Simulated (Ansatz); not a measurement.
**Rubidium, bcc under PBE: testing the Fermi-Dirac smearing**

Aim: find which Fermi-Dirac smearing width is enough for energy and pressure. The geometry was relaxed under PBE beforehand and stays fixed; 6 values are run, from 0.01 to 1.0 eV. Wanted are the values from which on the energy stays within 10 and 1 meV/atom, and the pressure within 0.5 GPa, of the narrowest run. Within the series other settings stay, but some runs also write fields, which adds to their time. Spin polarisation is left out.

Method: DFT PBE, plane waves with PAW, scalar-relativistic, in Ansatz 0.2.0.

## (1) Starting point

It takes space group Im-3m (No. 229, cubic). Conventional cell: a = 5.672 Å, b = 5.672 Å, c = 5.672 Å, α = 90.00°, β = 90.00°, γ = 90.00°.

Coordinates:

```
CELL_PARAMETERS angstrom
-2.83590 2.83590 2.83590
2.83590 -2.83590 2.83590
2.83590 2.83590 -2.83590
ATOMIC_POSITIONS crystal
Rb 0.00000 0.00000 0.00000
```

## (2) Run at 0.01 eV

The run at 0.01 eV.

Contents of input.yaml:

```yaml
crystal:
  lattice:
    - [-2.8359049291, 2.8359049291, 2.8359049291]
    - [2.8359049291, -2.8359049291, 2.8359049291]
    - [2.8359049291, 2.8359049291, -2.8359049291]
  atoms:
    - { symbol: Rb, position: [0.0, 0.0, 0.0] }
hamiltonian:
  xc: pbe
  pseudopotentials:
    kind: paw
    azcp:
      Rb: "pseudopotentials/Rb.paw.azcp"
basis:
  ecutwfc: 420
  fft_grid_basis: typed
kpoints:
  mp_grid: { grid: [8, 8, 8], shift: [0, 0, 0] }
magnetization:
  spin_polarized: false
scf:
  occupations: { method: fermi_dirac, width: 0.01 }
  lower_state_search: "off"
output:
  stress: true
```

Command:

```console
$ ansatz run input.yaml --threads 1 --pin off --max-ram 3584MiB --backend cpu --events-out ev --progress --plain --runs-dir out
```

## (3) Run at 0.03 eV

The run at 0.03 eV.

Edit input.yaml of step 2 so:

```diff
@@ -21,3 +21,3 @@
 scf:
-  occupations: { method: fermi_dirac, width: 0.01 }
+  occupations: { method: fermi_dirac, width: 0.03 }
   lower_state_search: "off"
```

## (4) Run at 0.2 eV

The run at 0.2 eV.

Edit input.yaml of step 3 so:

```diff
@@ -21,3 +21,3 @@
 scf:
-  occupations: { method: fermi_dirac, width: 0.03 }
+  occupations: { method: fermi_dirac, width: 0.2 }
   lower_state_search: "off"
@@ -25 +25,5 @@
   stress: true
+  write_density: true
+  write_potential: true
+  elf: true
+  volumetric_format: npy
```

## (5) Run at 0.3 eV

The run at 0.3 eV.

Edit input.yaml of step 4 so:

```diff
@@ -21,3 +21,3 @@
 scf:
-  occupations: { method: fermi_dirac, width: 0.2 }
+  occupations: { method: fermi_dirac, width: 0.3 }
   lower_state_search: "off"
@@ -25,5 +25 @@
   stress: true
-  write_density: true
-  write_potential: true
-  elf: true
-  volumetric_format: npy
```

## (6) Run at 0.6 eV

The run at 0.6 eV.

Edit input.yaml of step 5 so:

```diff
@@ -21,3 +21,3 @@
 scf:
-  occupations: { method: fermi_dirac, width: 0.3 }
+  occupations: { method: fermi_dirac, width: 0.6 }
   lower_state_search: "off"
```

## (7) Run at 1.0 eV

The run at 1.0 eV.

Edit input.yaml of step 6 so:

```diff
@@ -21,3 +21,3 @@
 scf:
-  occupations: { method: fermi_dirac, width: 0.6 }
+  occupations: { method: fermi_dirac, width: 1.0 }
   lower_state_search: "off"
```

(Steps that only read results are left out.)

Before running it: what results should come out?

The runs gave:

| quantity | value |
| --- | --- |
| E(σ → 0) stays within 10 meV/atom of 0.01 eV | up to 0.3 eV |
| E(σ → 0) stays within 1 meV/atom | up to 0.03 eV |
| pressure stays within 0.5 GPa | up to 0.6 eV |
| pressure at 0.01 eV | 0.01 GPa |
| energy of a separate run on a finer mesh (13×13×13) | -7.1 meV/atom from 0.01 eV |

At 1.0 eV the energy differs by -153.7 meV/atom and the pressure by +0.7 GPa. Over the range F shifts by -1324.7 meV/atom, while E(σ → 0) shifts by -153.7. In theory F falls as the square of the width under this scheme, but here the ratio is not steady: the mesh at narrow widths, or a density of states that varies over the wide ones, can both cause that. The mesh (8×8×8) is fixed, so the narrowest widths carry a k-point error of their own. The yardstick itself is unsettled by 7.1 meV/atom against the finer mesh, so the thresholds above hold only within this series, and wider smearing, which averages over more states, can land nearer the fine-mesh value than the narrowest does. The cell taken over is 5 % larger than the measured one (87.10 Å³/atom, COD).
